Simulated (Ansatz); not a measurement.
Mulliken charges of `OB[SiH3]` from PBE/def2-TZVPP in Ansatz (PBE0-D4/def2-TZVP geometry).

| atom | x (Å) | y (Å) | z (Å) | charge (e) |
| --- | --- | --- | --- | --- |
| O1 | -1.371 | 0.201 | -1.193 | -0.193 |
| B2 | -0.317 | 0.639 | -0.471 | 0.121 |
| Si3 | 0.674 | -0.658 | 0.730 | 0.060 |
| H4 | -1.779 | 0.884 | -1.734 | 0.208 |
| H5 | 0.014 | 1.796 | -0.556 | -0.030 |
| H6 | 0.642 | -0.162 | 2.137 | -0.054 |
| H7 | 2.109 | -0.719 | 0.325 | -0.054 |
| H8 | 0.120 | -2.039 | 0.706 | -0.057 |

**Question.** By hand: the dipole of these point charges (1 e Å = 4.8032 D).

**Answer.** Σ q r = (-0.259, 0.293, -0.300) e Å, of length 0.493 e Å = 2.37 D.

**Question.** How does the dipole of the full density compare? (Best estimate.)

**Answer.** The calculation gave: (-0.212, 0.288, -0.260) e Å, 2.12 D; the point charges give 1.12 times that, at 4° from its direction.

Point charges leave out the atoms' own dipoles, such as those of lone pairs, and Mulliken's split depends on the basis, so the close match here is no proof of good charges.
